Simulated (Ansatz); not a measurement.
# BClH5N: the cost of one run

Program: Ansatz 0.2.0, driven from Python. The levels of theory stand in the script. These are calculated values, not measurements.

## Step 1: The structure

Bond lengths: N1–B2 1.534 Å, B2–Cl3 1.856 Å, N1–H4 1.045 Å, N1–H5 1.045 Å, N1–H6 1.045 Å, B2–H7 1.192 Å, B2–H8 1.192 Å. Angles: N1–B2–Cl3 110.0°, N1–B2–H7 109.7°, N1–B2–H8 109.7°, Cl3–B2–H7 109.2°, Cl3–B2–H8 109.2°, H7–B2–H8 109.0°, B2–N1–H4 109.7°, B2–N1–H5 109.3°, B2–N1–H6 109.7°, H4–N1–H5 109.3°, H4–N1–H6 109.6°, H5–N1–H6 109.3°.

The script holds or builds the structure itself.

## Step 2: The script

composite_bclh5n.py reads:

```python
"""Relax BClH5N cheaply, then refine its energy."""

import itertools

import ansatz as az
from ase import Atoms
from ase.data import atomic_numbers, covalent_radii
import numpy as np


def main() -> None:
    atoms = Atoms(["N", "B", "Cl", "H", "H", "H", "H", "H"], positions=[
        (0.7978, 0.1765, 0.0634),
        (-0.6568, -0.2779, -0.1145),
        (-1.8127, 1.0256, 0.5263),
        (0.9951, 0.336, 1.0771),
        (1.4382, -0.5646, -0.3005),
        (0.9572, 1.062, -0.4682),
        (-0.8379, -1.2915, 0.4868),
        (-0.881, -0.466, -1.2704),
    ])
    mol = az.Crystal.molecule_from_ase(atoms)

    setup = mol.calculation().basis(gaussian="def2-SVP").functional("r2scan")
    symbols = [site.symbol for site in mol.cartesian_sites]
    start = np.array([site.position_ang for site in mol.cartesian_sites], dtype=float)
    data = setup.relax(force_tolerance=0.01).run(threads=1).report
    end = np.array(data["positions_ang"])
    # pairs closer than 1.2 times the sum of covalent radii, before or after
    radius = [covalent_radii[atomic_numbers[s]] for s in symbols]
    span = lambda where, i, j: np.linalg.norm(where[i] - where[j])
    bonded = [(i, j) for i, j in itertools.combinations(range(len(symbols)), 2) if min(span(start, i, j), span(end, i, j)) < 1.2 * (radius[i] + radius[j])]
    print("pair        before    after (A)")
    for i, j in bonded:
        print(f"{symbols[i]}{i}-{symbols[j]}{j}".ljust(10), f"{span(start, i, j):8.4f} {span(end, i, j):8.4f}")

    minimum = az.Crystal.molecule()
    for symbol, place in zip(symbols, end):
        minimum = minimum.atom(symbol, place.tolist())
    at_minimum = minimum.calculation()
    # MP2 extrapolated to the basis limit, plus the small-basis difference CCSD(T) - MP2
    level = lambda method, basis: at_minimum.basis(gaussian=basis).correlation(method).run(threads=1).report
    small, large, cluster = level("mp2", "cc-pVDZ"), level("mp2", "cc-pVTZ"), level("ccsd_t", "cc-pVDZ")
    corr = lambda each: (each["free_energy_ev"] - each["reference_energy_ev"]) / 27.211386246
    mp2_limit = (27 * corr(large) - 8 * corr(small)) / 19
    pieces = {"HF / cc-pVTZ": large["reference_energy_ev"] / 27.211386246, "MP2 correlation, DZ-TZ limit": mp2_limit, "CCSD(T) - MP2 / cc-pVDZ": corr(cluster) - corr(small)}
    for name, value in pieces.items():
        print(f"{name:32s} {value:14.6f} Ha")
    print(f"{'sum':32s} {sum(pieces.values()):14.6f} Ha")
    print("T1 diagnostic", round(cluster["correlation"]["coupled_cluster"]["t1_diagnostic"], 4))


if __name__ == "__main__":
    main()
```

## Step 3: What the engine is handed

The engine receives this input (first run):

```yaml
crystal:
  periodic: [false, false, false]
  atoms:
    - { symbol: "N", position_ang: [0.7978, 0.1765, 0.0634] }
    - { symbol: B, position_ang: [-0.6568, -0.2779, -0.1145] }
    - { symbol: Cl, position_ang: [-1.8127, 1.0256, 0.5263] }
    - { symbol: H, position_ang: [0.9951, 0.336, 1.0771] }
    - { symbol: H, position_ang: [1.4382, -0.5646, -0.3005] }
    - { symbol: H, position_ang: [0.9572, 1.062, -0.4682] }
    - { symbol: H, position_ang: [-0.8379, -1.2915, 0.4868] }
    - { symbol: H, position_ang: [-0.881, -0.466, -1.2704] }
basis:
  gaussian:
    orbitals: def2-SVP
hamiltonian:
  xc: r2scan
relax:
  f_tol: 0.01
```

## Step 4: Launch

On the command line:

```
python composite_bclh5n.py
```

Q: Estimate wall time and peak memory on 1 thread of Arm Neoverse N1, shared host.

About 51 s, with a peak of 0.35 GiB.
